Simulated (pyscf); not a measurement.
Thermochemistry of product channels of borane (BH₃) + ethylene (H₂C=CH₂) on the singlet surface, in kJ/mol, from ωB97M-D3(BJ)/def2-TZVP energies (ideal gas, 1 atm, RRHO with modes under 100 cm⁻¹ raised to 100, one conformer, R ln 2 for rigid chiral ones). PySCF, gas phase, ωB97X-D3(BJ)/def2-SVP geometries.

| products | ΔE | ΔH(298 K) | ΔG(900 K) | ΔG(1200 K) |
|---|---|---|---|---|
| H₂B–CH=CH₂ + hydrogen (H₂) | -11.1 | -21.0 | -15.9 | -17.6 |
| BH [singlet] + ethane (H₃C–CH₃) | [?] | +209.9 | +217.0 | [?] |
| H₂B–CH₃ + methylene (CH₂) [singlet] | +310.5 | +300.2 | +270.2 | [?] |

Q: What belongs in the gaps?

A: 
- BH [singlet] + ethane (H₃C–CH₃), ΔE: +202.1
- BH [singlet] + ethane (H₃C–CH₃), ΔG(1200 K): +219.1
- H₂B–CH₃ + methylene (CH₂) [singlet], ΔG(1200 K): +258.6

These are energies of the channels, which say nothing of barriers. CH₂ [singlet] is an excited spin state, 37.3 kJ/mol over the triplet at ωB97X-D3(BJ). A restricted singlet here is unstable towards spin polarisation, as is usual where a triplet lies low; its energy is less safe.
